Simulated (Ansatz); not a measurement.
# MgH (doublet): from Hartree-Fock to the top rungs at distance Mg1–H2 = 3.872 Å, cc-pVQZ

One table from this session's results is given with a row withheld; the runs are named, their logs left out.

Method: cc-pVQZ, core rule «outside noble gas», up to 5 orbitals frozen; program: Ansatz 0.2.0, Gaussian basis.

To be run: UHF; CCSD(T) on ROHF; CCSD(T) on UHF; BCCD(T) on ROHF; CCSDT on ROHF; CCSDT on UHF; CASSCF and MRCISD+Q, 3 electrons in 5 orbitals; CASSCF and NEVPT2, 3 electrons in 5 orbitals; Full CI.

24 further runs of the same task are left out: 8 for a known fault of the program, 15 that didn't finish, 1 set aside as unsound or not needed. Runs told in other sessions of the task aren't counted.

## The geometry

The geometry derives from a PBE0/def2-TZVP stationary point (not a proven minimum). One bond is set to the value named and the two fragments are kept rigid.

2 atoms, charge 0, spin multiplicity 2.

Atoms are counted from 1 here; the program's logs count them from 0.

No contacts short enough for the rule that draws bonds.

The first run:

in.yaml reads:

```yaml
crystal:
  periodic: [false, false, false]
  atoms:
    - {symbol: Mg, position_ang: [0.000000, 0.000000, 0.000000]}
    - {symbol: H, position_ang: [0.000000, 0.000000, 3.872000]}
basis:
  gaussian: {orbitals: cc-pVQZ}
magnetization: {spin_polarized: true, initial_magnetization: 1}
hamiltonian: {xc: hf}
output: {orbitals: {seedname: orbitals}}
```

Run with:

```console
$ ansatz run in.yaml --threads 1 --pin off --events-out ev --progress --plain --max-ram 2393MiB
```

Among the steps run: UHF; CCSD(T) on ROHF; CCSD(T) on UHF; BCCD(T) on ROHF; CCSDT on ROHF; CCSDT on UHF; CASSCF and MRCISD+Q, 3 electrons in 5 orbitals; CASSCF and NEVPT2, 3 electrons in 5 orbitals; Full CI.

One table of the session follows, with a row left open; its other results are not shown here.

```
          method  from FCI (kJ/mol)
            ROHF              +91.2
             UHF              +90.6
            RMP2                  ?
            UMP2              +26.7
           RCCSD               +0.2
           UCCSD               +0.2
        RCCSD(T)               +0.1
        UCCSD(T)               +0.1
         BCCD(T)               +0.1
          RCCSDT                0.0
          UCCSDT                0.0
  CASSCF valence               +8.6
  NEVPT2 valence               +3.2
  MRCISD valence               +0.7
MRCISD+Q valence               +0.6
             FCI                  0
```

Estimate the missing values for RMP2.

As computed: from FCI (kJ/mol): +25.9. In the column «from FCI (kJ/mol)» it lies between CASSCF valence (+8.6) and UMP2 (+26.7).

Caveats from the session: Levels on UHF freeze UHF's core orbitals, full CI those of ROHF, so the U rows can settle a little off it for that reason alone. Restricted and unrestricted rows rest on different reference determinants; a gap between their highest levels can come from leftover correlation error, from unlike frozen cores or from another state.
